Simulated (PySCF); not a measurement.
# C₅H₇F: NMR shifts at several levels of theory, part 1 of 2

How much do the NMR shifts of C₅H₇F (`F[C@H]1[C@H]2CC[C@@H]12`) depend on the level of theory, and what does each level cost?

Computed with PySCF 2.14.0, with density-fitted response routines of our own, on a single molecule in the gas phase. Atoms are numbered from 0 throughout.

## Step 1: The molecule as given

13 atoms, charge 0, multiplicity 1; geometry from: PBE0-D3(BJ)/def2-SVP.

Bonds of the start (Å): F0–C1 1.36, C1–C2 1.48, C2–C3 1.52, C3–C4 1.55, C4–C5 1.52, C5–C1 1.48, C5–C2 1.55, C1–H6 1.09, C2–H7 1.09, C3–H8 1.10, C3–H9 1.10, C4–H10 1.10, C4–H11 1.10, C5–H12 1.09.

## Step 2: NMR shieldings: PBE0/pcSseg-1

What the job is given:

```
{"job": {"kind": "nmr", "xc": "PBE0", "basis": "pcSseg-1", "pop": false}, "charge": 0, "multiplicity": 1}
F     -1.088471     0.822720    -1.581250
C     -1.245944     0.433587    -0.285462
C     -0.653721    -0.830817     0.204379
C      0.671328    -1.087472    -0.504693
C      1.196381     0.286883    -0.018962
C     -0.131646     0.545777     0.682458
H     -2.243142     0.682799     0.089871
H     -1.243099    -1.579709     0.740182
H      0.597385    -1.229027    -1.593501
H      1.229075    -1.929084    -0.072986
H      2.031126     0.188003     0.688154
H      1.471339     1.016996    -0.795344
H     -0.255773     1.044497     1.648026
```

Level: GIAO PBE0/pcSseg-1 NMR shielding, non-relativistic, gas phase.

On the command line:

```bash
> OMP_NUM_THREADS=1 python probes_run.py task.json out
```

The driver reads the jobs from task.json and runs them one after another.

Output:

```text
coarse grid: 10856 points
cycle   1  E = -294.0732249055  dE =  9.386e-01  |g| = 4.645e-01  |ddm| = 3.178e+00
cycle   2  E = -294.0537225713  dE =  1.950e-02  |g| = 6.068e-01  |ddm| = 8.113e-01
cycle   3  E = -294.1152587670  dE = -6.154e-02  |g| = 4.484e-02  |ddm| = 4.681e-01
cycle   4  E = -294.1155040956  dE = -2.453e-04  |g| = 2.528e-02  |ddm| = 4.814e-02
cycle   5  E = -294.1156387987  dE = -1.347e-04  |g| = 5.655e-03  |ddm| = 2.566e-02
cycle   6  E = -294.1156451750  dE = -6.376e-06  |g| = 1.095e-03  |ddm| = 5.444e-03
final grid: 105248 points
cycle   7  E = -294.1588143437  dE = -3.498e-05  |g| = 8.261e-03  |ddm| = 3.439e-02
cycle   8  E = -294.1588015655  dE =  1.278e-05  |g| = 1.155e-02  |ddm| = 1.710e-02
cycle   9  E = -294.1588306667  dE = -2.910e-05  |g| = 8.021e-04  |ddm| = 9.410e-03
cycle  10  E = -294.1588307694  dE = -1.027e-07  |g| = 2.653e-04  |ddm| = 7.907e-04
cycle  11  E = -294.1588307805  dE = -1.111e-08  |g| = 3.891e-05  |ddm| = 2.344e-04
cycle  12  E = -294.1588307808  dE = -2.793e-10  |g| = 1.572e-05  |ddm| = 4.656e-05
converged SCF energy = -294.1588307808

GIAO shielding tensors (ppm)
atom      isotropic    diamagn.    paramagn.     s11        s22        s33       span
  0 F      434.143     472.755     -38.612    414.561    417.330    470.538     55.977
  1 C      108.554     244.200    -135.645     52.175     83.390    190.098    137.923
  2 C      163.015     252.579     -89.564    140.139    145.141    203.765     63.626
  3 C      165.914     246.325     -80.411    152.959    165.456    179.327     26.368
  4 C      165.770     245.582     -79.812    152.414    165.831    179.065     26.651
  5 C      163.127     251.014     -87.887    140.072    145.098    204.211     64.139
  6 H       26.928      29.593      -2.665     21.692     26.690     32.401     10.709
  7 H       29.748      31.172      -1.424     23.973     26.565     38.705     14.732
  8 H       29.434      28.198       1.236     24.990     27.123     36.189     11.199
  9 H       29.171      29.086       0.085     25.651     26.684     35.178      9.526
 10 H       29.141      29.061       0.080     25.645     26.685     35.093      9.447
 11 H       29.446      28.235       1.211     25.025     27.034     36.279     11.254
 12 H       29.765      31.020      -1.255     23.944     26.599     38.751     14.807
```

Run time: 9.5 s. Hardware: 1 thread of Arm Neoverse V2, shared host; peak memory 0.69 GiB.

The references, computed at this level on geometries of the same kind, shield at (ppm): 1H TMS 31.27, 13C TMS 184.4, 19F CFCl3 177.2. Their shielding less the atom's gives the shift. The references are single molecules in the gas phase, so shifts against H2O, NH3, PH3, H3PO4 or CFCl3 are not on the usual liquid scales and can be off by tens of ppm. Atoms listed in one row are averaged.

```csv
atoms,environment,σ (ppm),δ (ppm),δ scaled to CDCl3
C1,three-membered-ring carbon bearing a halogen,108.6,75.9,73.1
"C2, C5",three-membered-ring carbon,163.1,21.3,20.2
"C3, C4",sp3 CH2 in a ring,165.8,18.6,17.5
H6,hydrogen on a three-membered-ring carbon bearing a halogen,26.93,4.34,4.33
"H9, H10",hydrogen on an sp3 CH2 in a ring,29.16,2.11,2.22
"H8, H11",hydrogen on an sp3 CH2 in a ring,29.44,1.83,1.95
"H7, H12",hydrogen on a three-membered-ring carbon,29.76,1.51,1.65
F0,fluorine on an sp3 carbon,434.1,-256.9,–
```

The scaled column applies a straight-line fit of computed shieldings to shifts measured in CDCl3, and one for carbons that bear F (root-mean-square error 0.21 ppm for H, 2.0 ppm for C).

Ring of atoms C1, C2, C5: NICS(0) -37.9, NICS(1) -7.3, NICS(1)zz -18.0 ppm (means of both faces; NICS(1) differs between them: -11.0 and -3.7).

The two faces differ (NICS(1)zz -26.2 and -9.8 ppm).

In rings of three or four atoms NICS is ruled by the nearby σ bonds, so it says little on aromaticity.

Ring of atoms C2, C3, C4, C5: NICS(0) -4.7, NICS(1) -1.3, NICS(1)zz -0.5 ppm (means of both faces; NICS(1) differs between them: -3.6 and 1.0).

The two faces differ (NICS(1)zz -5.3 and 4.2 ppm).

## Step 3: Shielding tensors: mPW1PW91/pcSseg-1

Settings changed since step 2:

```diff
@@ -1,2 +1,2 @@
-{"job": {"kind": "nmr", "xc": "PBE0", "basis": "pcSseg-1", "pop": false}, "charge": 0, "multiplicity": 1}
+{"job": {"kind": "nmr", "xc": "mPW1PW91", "basis": "pcSseg-1", "pop": false}, "charge": 0, "multiplicity": 1}
 F     -1.088471     0.822720    -1.581250
```

Method: GIAO mPW1PW91/pcSseg-1 NMR shielding, non-relativistic, gas phase.

Output:

```text
coarse grid: 10856 points
cycle   1  E = -294.3332257794  dE =  9.382e-01  |g| = 4.765e-01  |ddm| = 3.179e+00
cycle   2  E = -294.3124405679  dE =  2.079e-02  |g| = 6.246e-01  |ddm| = 8.238e-01
cycle   3  E = -294.3767977717  dE = -6.436e-02  |g| = 4.629e-02  |ddm| = 4.778e-01
cycle   4  E = -294.3770598080  dE = -2.620e-04  |g| = 2.627e-02  |ddm| = 5.030e-02
cycle   5  E = -294.3772066480  dE = -1.468e-04  |g| = 5.575e-03  |ddm| = 2.624e-02
cycle   6  E = -294.3772128419  dE = -6.194e-06  |g| = 1.105e-03  |ddm| = 5.422e-03
final grid: 105248 points
cycle   7  E = -294.4211986673  dE = -3.795e-05  |g| = 6.042e-03  |ddm| = 3.226e-02
cycle   8  E = -294.4211919150  dE =  6.752e-06  |g| = 8.478e-03  |ddm| = 1.265e-02
cycle   9  E = -294.4212072924  dE = -1.538e-05  |g| = 5.486e-04  |ddm| = 6.796e-03
cycle  10  E = -294.4212073388  dE = -4.642e-08  |g| = 2.345e-04  |ddm| = 5.786e-04
cycle  11  E = -294.4212073477  dE = -8.912e-09  |g| = 3.313e-05  |ddm| = 1.999e-04
cycle  12  E = -294.4212073479  dE = -2.012e-10  |g| = 1.184e-05  |ddm| = 3.724e-05
converged SCF energy = -294.4212073479

GIAO shielding tensors (ppm)
atom      isotropic    diamagn.    paramagn.     s11        s22        s33       span
  0 F      433.750     472.951     -39.201    414.417    416.420    470.413     55.996
  1 C      107.607     244.248    -136.641     51.277     82.574    188.970    137.693
  2 C      162.047     252.629     -90.582    139.029    144.321    202.792     63.763
  3 C      164.833     246.365     -81.532    152.015    164.318    178.167     26.152
  4 C      164.690     245.629     -80.939    151.469    164.695    177.905     26.436
  5 C      162.159     251.079     -88.920    138.968    144.271    203.238     64.270
  6 H       26.991      29.648      -2.657     21.775     26.772     32.426     10.652
  7 H       29.800      31.229      -1.429     24.062     26.641     38.697     14.635
  8 H       29.484      28.247       1.236     25.062     27.194     36.195     11.133
  9 H       29.233      29.128       0.105     25.735     26.756     35.208      9.473
 10 H       29.203      29.108       0.095     25.729     26.757     35.124      9.395
 11 H       29.496      28.291       1.205     25.097     27.106     36.284     11.187
 12 H       29.817      31.083      -1.267     24.032     26.675     38.742     14.710
```

Run time: 9.5 s. Hardware: 1 thread of Arm Neoverse V2, shared host; peak memory 0.69 GiB.

This run: δ C1 75.9, C2 21.4, C3 18.8, F0 -255.9, H6 4.33, H9 2.10 ppm (means over like atoms).

## Step 4: NMR shieldings: WP04/pcSseg-1

Settings changed since step 3:

```diff
@@ -1,2 +1,2 @@
-{"job": {"kind": "nmr", "xc": "mPW1PW91", "basis": "pcSseg-1", "pop": false}, "charge": 0, "multiplicity": 1}
+{"job": {"kind": "nmr", "xc": "WP04", "basis": "pcSseg-1", "pop": false}, "charge": 0, "multiplicity": 1}
 F     -1.088471     0.822720    -1.581250
```

With the program's defaults for keys left out, this is: GIAO WP04/pcSseg-1 NMR shielding, non-relativistic, gas phase.

Output:

```text
coarse grid: 10856 points
cycle   1  E = -300.9617286378  dE =  8.031e-01  |g| = 8.062e-01  |ddm| = 3.249e+00
cycle   2  E = -300.8443561775  dE =  1.174e-01  |g| = 1.171e+00  |ddm| = 1.467e+00
cycle   3  E = -301.0779750215  dE = -2.336e-01  |g| = 9.729e-02  |ddm| = 9.671e-01
cycle   4  E = -301.0793781328  dE = -1.403e-03  |g| = 4.813e-02  |ddm| = 9.866e-02
cycle   5  E = -301.0798745624  dE = -4.964e-04  |g| = 8.125e-03  |ddm| = 4.495e-02
cycle   6  E = -301.0798864694  dE = -1.191e-05  |g| = 2.901e-03  |ddm| = 8.575e-03
cycle   7  E = -301.0798883071  dE = -1.838e-06  |g| = 3.666e-04  |ddm| = 2.732e-03
final grid: 105248 points
cycle   8  E = -301.1428426585  dE = -6.015e-05  |g| = 9.510e-03  |ddm| = 3.963e-02
cycle   9  E = -301.1428175691  dE =  2.509e-05  |g| = 1.500e-02  |ddm| = 1.832e-02
cycle  10  E = -301.1428623401  dE = -4.477e-05  |g| = 1.037e-03  |ddm| = 1.085e-02
cycle  11  E = -301.1428625286  dE = -1.885e-07  |g| = 3.215e-04  |ddm| = 1.032e-03
cycle  12  E = -301.1428625466  dE = -1.798e-08  |g| = 4.567e-05  |ddm| = 2.863e-04
cycle  13  E = -301.1428625469  dE = -3.428e-10  |g| = 2.086e-05  |ddm| = 4.922e-05
converged SCF energy = -301.1428625469

GIAO shielding tensors (ppm)
atom      isotropic    diamagn.    paramagn.     s11        s22        s33       span
  0 F      421.056     476.506     -55.449    396.252    410.245    456.673     60.421
  1 C       93.013     246.775    -153.762     34.039     68.760    176.238    142.199
  2 C      148.239     254.409    -106.170    122.721    131.988    190.008     67.288
  3 C      150.189     248.817     -98.628    137.941    148.936    163.690     25.749
  4 C      150.053     248.226     -98.174    137.418    149.307    163.433     26.015
  5 C      148.347     253.079    -104.733    122.706    131.879    190.454     67.748
  6 H       27.330      29.921      -2.591     22.473     27.277     32.238      9.765
  7 H       30.000      31.697      -1.697     24.718     27.195     38.087     13.370
  8 H       29.715      29.044       0.671     25.575     27.712     35.859     10.283
  9 H       29.588      29.455       0.133     26.384     27.322     35.056      8.672
 10 H       29.562      29.561       0.001     26.379     27.324     34.983      8.604
 11 H       29.725      29.211       0.514     25.611     27.629     35.936     10.325
 12 H       30.015      31.704      -1.689     24.689     27.226     38.130     13.441
```

Wall time 9.6 s (1 thread of Arm Neoverse V2, shared host); peak memory 0.69 GiB.

Key values: δ C1 79.4, C2 24.2, C3 22.3, F0 -244.1, H6 4.23, H9 1.99 ppm (means over like atoms).

## Step 5: Shielding tensors: B97-2/pcSseg-1

Settings changed since step 4:

```diff
@@ -1,2 +1,2 @@
-{"job": {"kind": "nmr", "xc": "WP04", "basis": "pcSseg-1", "pop": false}, "charge": 0, "multiplicity": 1}
+{"job": {"kind": "nmr", "xc": "B97-2", "basis": "pcSseg-1", "pop": false}, "charge": 0, "multiplicity": 1}
 F     -1.088471     0.822720    -1.581250
```

Method: GIAO B97-2/pcSseg-1 NMR shielding, non-relativistic, gas phase.

Output:

```text
coarse grid: 10856 points
cycle   1  E = -294.3095986446  dE =  8.979e-01  |g| = 4.967e-01  |ddm| = 3.190e+00
cycle   2  E = -294.2806311198  dE =  2.897e-02  |g| = 6.757e-01  |ddm| = 8.897e-01
cycle   3  E = -294.3560589740  dE = -7.543e-02  |g| = 4.903e-02  |ddm| = 5.299e-01
cycle   4  E = -294.3563766995  dE = -3.177e-04  |g| = 2.753e-02  |ddm| = 5.499e-02
cycle   5  E = -294.3565395743  dE = -1.629e-04  |g| = 5.431e-03  |ddm| = 2.758e-02
cycle   6  E = -294.3565454980  dE = -5.924e-06  |g| = 1.194e-03  |ddm| = 5.442e-03
final grid: 105248 points
cycle   7  E = -294.3898431874  dE = -6.216e-05  |g| = 6.401e-03  |ddm| = 3.924e-02
cycle   8  E = -294.3898372786  dE =  5.909e-06  |g| = 8.936e-03  |ddm| = 9.197e-03
cycle   9  E = -294.3898488690  dE = -1.159e-05  |g| = 4.434e-04  |ddm| = 5.946e-03
cycle  10  E = -294.3898488948  dE = -2.583e-08  |g| = 2.394e-04  |ddm| = 5.557e-04
cycle  11  E = -294.3898489087  dE = -1.390e-08  |g| = 3.333e-05  |ddm| = 2.428e-04
cycle  12  E = -294.3898489090  dE = -2.391e-10  |g| = 8.987e-06  |ddm| = 3.892e-05
converged SCF energy = -294.3898489090

GIAO shielding tensors (ppm)
atom      isotropic    diamagn.    paramagn.     s11        s22        s33       span
  0 F      431.952     473.116     -41.163    413.104    414.451    468.303     55.198
  1 C      108.485     244.493    -136.008     52.507     83.634    189.315    136.808
  2 C      162.354     252.762     -90.408    139.596    144.561    202.906     63.310
  3 C      164.419     246.553     -82.134    151.851    163.881    177.526     25.675
  4 C      164.275     245.840     -81.565    151.310    164.255    177.260     25.950
  5 C      162.462     251.258     -88.796    139.541    144.504    203.340     63.798
  6 H       27.046      29.699      -2.653     21.848     26.854     32.436     10.588
  7 H       29.857      31.328      -1.471     24.168     26.726     38.676     14.508
  8 H       29.529      28.398       1.131     25.153     27.269     36.165     11.012
  9 H       29.291      29.208       0.083     25.848     26.858     35.166      9.318
 10 H       29.261      29.203       0.058     25.842     26.859     35.082      9.240
 11 H       29.541      28.457       1.085     25.189     27.181     36.253     11.064
 12 H       29.873      31.204      -1.331     24.139     26.760     38.721     14.582
```

Wall time 9.3 s (1 thread of Arm Neoverse V2, shared host); peak memory 0.69 GiB.

In short: δ C1 75.2, C2 21.3, C3 19.3, F0 -253.8, H6 4.33, H9 2.10 ppm (means over like atoms).

## Step 6: NMR shieldings: BHandHLYP/pcSseg-1

Settings changed since step 5:

```diff
@@ -1,2 +1,2 @@
-{"job": {"kind": "nmr", "xc": "B97-2", "basis": "pcSseg-1", "pop": false}, "charge": 0, "multiplicity": 1}
+{"job": {"kind": "nmr", "xc": "BHandHLYP", "basis": "pcSseg-1", "pop": false}, "charge": 0, "multiplicity": 1}
 F     -1.088471     0.822720    -1.581250
```

Level: GIAO BHandHLYP/pcSseg-1 NMR shielding, non-relativistic, gas phase.

Output:

```text
coarse grid: 10856 points
cycle   1  E = -294.2360403277  dE =  1.174e+00  |g| = 4.738e-01  |ddm| = 3.143e+00
cycle   2  E = -294.2483377924  dE = -1.230e-02  |g| = 4.747e-01  |ddm| = 6.164e-01
cycle   3  E = -294.2815215747  dE = -3.318e-02  |g| = 4.478e-02  |ddm| = 3.272e-01
cycle   4  E = -294.2818519311  dE = -3.304e-04  |g| = 1.853e-02  |ddm| = 4.469e-02
cycle   5  E = -294.2819257063  dE = -7.378e-05  |g| = 5.041e-03  |ddm| = 1.893e-02
cycle   6  E = -294.2819316604  dE = -5.954e-06  |g| = 5.133e-04  |ddm| = 4.741e-03
final grid: 105248 points
cycle   7  E = -294.3170285262  dE = -1.618e-05  |g| = 3.745e-03  |ddm| = 1.483e-02
cycle   8  E = -294.3170283452  dE =  1.810e-07  |g| = 4.084e-03  |ddm| = 6.242e-03
cycle   9  E = -294.3170315555  dE = -3.210e-06  |g| = 2.224e-04  |ddm| = 2.912e-03
cycle  10  E = -294.3170315622  dE = -6.776e-09  |g| = 1.445e-04  |ddm| = 2.886e-04
cycle  11  E = -294.3170315663  dE = -4.055e-09  |g| = 1.569e-05  |ddm| = 1.435e-04
cycle  12  E = -294.3170315664  dE = -6.617e-11  |g| = 4.834e-06  |ddm| = 2.480e-05
converged SCF energy = -294.3170315664

GIAO shielding tensors (ppm)
atom      isotropic    diamagn.    paramagn.     s11        s22        s33       span
  0 F      443.820     473.798     -29.978    424.951    426.228    480.280     55.329
  1 C      110.612     243.748    -133.136     54.824     85.823    191.187    136.363
  2 C      163.962     252.819     -88.857    140.284    145.944    205.659     65.375
  3 C      165.721     245.931     -80.209    153.600    164.620    178.944     25.344
  4 C      165.577     245.202     -79.624    153.068    164.978    178.685     25.618
  5 C      164.068     251.251     -87.183    140.332    145.784    206.087     65.755
  6 H       27.206      29.662      -2.456     21.952     26.861     32.805     10.852
  7 H       29.934      31.161      -1.227     24.138     26.693     38.972     14.834
  8 H       29.607      28.425       1.182     25.127     27.320     36.374     11.247
  9 H       29.367      29.256       0.111     25.784     26.802     35.515      9.731
 10 H       29.339      29.247       0.092     25.781     26.804     35.432      9.651
 11 H       29.618      28.474       1.144     25.163     27.228     36.463     11.300
 12 H       29.951      31.031      -1.080     24.108     26.728     39.017     14.908
```

Wall time 9.3 s (1 thread of Arm Neoverse V2, shared host); peak memory 0.69 GiB.

In short: δ C1 73.4, C2 20.0, C3 18.3, F0 -239.5, H6 4.24, H9 2.09 ppm (means over like atoms).

## Step 7: Nuclear shieldings: CAM-B3LYP/pcSseg-1

Settings changed since step 6:

```diff
@@ -1,2 +1,2 @@
-{"job": {"kind": "nmr", "xc": "BHandHLYP", "basis": "pcSseg-1", "pop": false}, "charge": 0, "multiplicity": 1}
+{"job": {"kind": "nmr", "xc": "CAM-B3LYP", "basis": "pcSseg-1", "pop": false}, "charge": 0, "multiplicity": 1}
 F     -1.088471     0.822720    -1.581250
```

Level: GIAO CAM-B3LYP/pcSseg-1 NMR shielding, non-relativistic, gas phase.

Output:

```text
coarse grid: 10856 points
cycle   1  E = -294.2513195895  dE =  1.144e+00  |g| = 4.880e-01  |ddm| = 3.154e+00
cycle   2  E = -294.2486709451  dE =  2.649e-03  |g| = 5.724e-01  |ddm| = 7.044e-01
cycle   3  E = -294.2956614900  dE = -4.699e-02  |g| = 4.330e-02  |ddm| = 3.767e-01
cycle   4  E = -294.2959206119  dE = -2.591e-04  |g| = 2.327e-02  |ddm| = 4.532e-02
cycle   5  E = -294.2960377714  dE = -1.172e-04  |g| = 5.302e-03  |ddm| = 2.253e-02
cycle   6  E = -294.2960442781  dE = -6.507e-06  |g| = 5.091e-04  |ddm| = 4.901e-03
final grid: 105248 points
cycle   7  E = -294.3503311133  dE = -2.765e-05  |g| = 4.668e-03  |ddm| = 1.740e-02
cycle   8  E = -294.3503299830  dE =  1.130e-06  |g| = 5.617e-03  |ddm| = 7.811e-03
cycle   9  E = -294.3503355843  dE = -5.601e-06  |g| = 3.746e-04  |ddm| = 3.690e-03
cycle  10  E = -294.3503356044  dE = -2.010e-08  |g| = 2.028e-04  |ddm| = 4.285e-04
cycle  11  E = -294.3503356124  dE = -8.016e-09  |g| = 2.122e-05  |ddm| = 2.104e-04
cycle  12  E = -294.3503356125  dE = -1.287e-10  |g| = 7.813e-06  |ddm| = 3.957e-05
converged SCF energy = -294.3503356125

GIAO shielding tensors (ppm)
atom      isotropic    diamagn.    paramagn.     s11        s22        s33       span
  0 F      437.368     473.713     -36.345    418.004    420.641    473.458     55.454
  1 C      105.280     244.149    -138.869     47.874     79.974    187.993    140.119
  2 C      161.123     252.605     -91.482    137.549    143.649    202.172     64.624
  3 C      164.389     246.163     -81.774    151.654    163.487    178.028     26.374
  4 C      164.250     245.470     -81.220    151.131    163.854    177.766     26.635
  5 C      161.235     251.125     -89.890    137.483    143.607    202.614     65.131
  6 H       27.000      29.594      -2.595     21.829     26.817     32.354     10.525
  7 H       29.791      31.119      -1.328     24.097     26.679     38.597     14.499
  8 H       29.493      28.433       1.060     25.106     27.231     36.141     11.035
  9 H       29.263      29.158       0.104     25.740     26.793     35.255      9.515
 10 H       29.235      29.164       0.071     25.736     26.794     35.174      9.438
 11 H       29.505      28.499       1.006     25.143     27.143     36.230     11.087
 12 H       29.808      31.016      -1.209     24.068     26.714     38.642     14.574
```

It took 13 s on 1 thread of Arm Neoverse V2, shared host; peak memory 0.72 GiB.

Key values: δ C1 77.2, C2 21.3, C3 18.1, F0 -248.3, H6 4.33, H9 2.08 ppm (means over like atoms).

(Continued in part 2 of 2.)
